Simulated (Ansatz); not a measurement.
C₃H₅ClS (`C=C(Cl)SC`). Total charge 0; spin multiplicity 1.

Cartesian coordinates in Å:
```
C 1.082 1.193 1.318
C 0.787 0.445 0.261
Cl 1.242 0.970 -1.332
S 0.071 -1.140 0.409
C -1.204 -1.100 -0.858
H 1.656 2.105 1.220
H 0.758 0.881 2.302
H -1.956 -0.342 -0.637
H -1.669 -2.086 -0.842
H -0.767 -0.927 -1.841
```

What are the harmonic wavenumbers in cm⁻¹ at PBE0-D4/def2-TZVP (Ansatz, finite differences of forces, unscaled)? (Estimate.)

The calculation gave: 78, 154, 201, 326, 364, 506, 587, 701, 736, 801, 911, 970, 988, 1114, 1345, 1400, 1454, 1474, 1663, 3066, 3161, 3166, 3177, 3275.

Is this a minimum?

Yes, all 24 modes are real.

Give the ideal-gas thermochemistry at 298.15 K and 1 bar (rigid rotor, harmonic oscillator; point group C1, symmetry number 1).

Zero-point energy 189.1 kJ/mol; H(298) − E = 208.4 kJ/mol; entropy 337.4 J/(mol·K), of which translation 167.3, rotation 113.9, vibration 56.2; G(298) − E = 107.8 kJ/mol. Modes under 100 cm⁻¹ are hindered rotations or soft bends, so the harmonic entropy is rough.
